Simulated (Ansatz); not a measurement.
**Structure relaxation of Ca₂Zr**

All numbers below come from DFT PBE, scalar-relativistic, plane waves, PAW (Ansatz 0.2.0). Cutoff 420 eV, Γ-centred k mesh, Gaussian smearing, no spin polarisation in the final step.

Ca₂Zr was placed on the fluorite structure type (Fm-3m, No. 225), with Zr in place of Ca, Ca in place of F, at a guessed volume.

```
Ca Zr
1.0
     0.00000    3.28876    3.28876
     3.28876    0.00000    3.28876
     3.28876    3.28876    0.00000
Ca Zr
2 1
Direct
  0.25000 0.25000 0.25000
  0.75000 0.75000 0.75000
  0.00000 0.00000 0.00000
```

Cell and atoms relax at zero pressure; the relaxation can't lower the symmetry of the start. After a coarse first stage the cell is made exact in the group found at 0.06 Å.

The zero of energy is the elements' standard structures at the same level; no fitted shifts are applied.

Problem. Which crystal results?

Solution. It keeps Fm-3m (No. 225). The result has the fluorite structure. Conventional cell: a = 7.869 Å. Ca has 4 Zr at 3.41 Å and 6 Ca at 3.93 Å; around Zr lie 8 Ca at 3.41 Å.

```cif
data_structure
_symmetry_space_group_name_H-M 'Fm-3m'
_symmetry_Int_Tables_number 225
_cell_length_a 7.8694
_cell_length_b 7.8694
_cell_length_c 7.8694
_cell_angle_alpha 90.000
_cell_angle_beta 90.000
_cell_angle_gamma 90.000
_cell_volume 487.33
loop_
_atom_site_label
_atom_site_type_symbol
_atom_site_symmetry_multiplicity
_atom_site_Wyckoff_symbol
_atom_site_fract_x
_atom_site_fract_y
_atom_site_fract_z
_atom_site_occupancy
Ca1 Ca 8 c 0.25000 0.75000 0.75000 1
Zr1 Zr 4 a 0.00000 0.00000 0.00000 1
```

Problem. What are its volume, energy, density and gap?

Solution. The volume per atom is 40.61 Å³. The density is 2.34 g/cm³ and the energy over the elements is 1.09 eV/atom. The gap on the 10×10×10 mesh is 0 eV (a metal).

The final run used a 10×10×10 mesh on its 3-atom cell and 0.10 eV smearing. For metals, differences of a few meV/atom aren't resolved. A structure relaxed within its symmetry needn't be a true minimum.

Cost: 3 runs of about 0.26 core-minutes in all, on Intel Xeon 6975P-C (Granite Rapids) (shared hosts).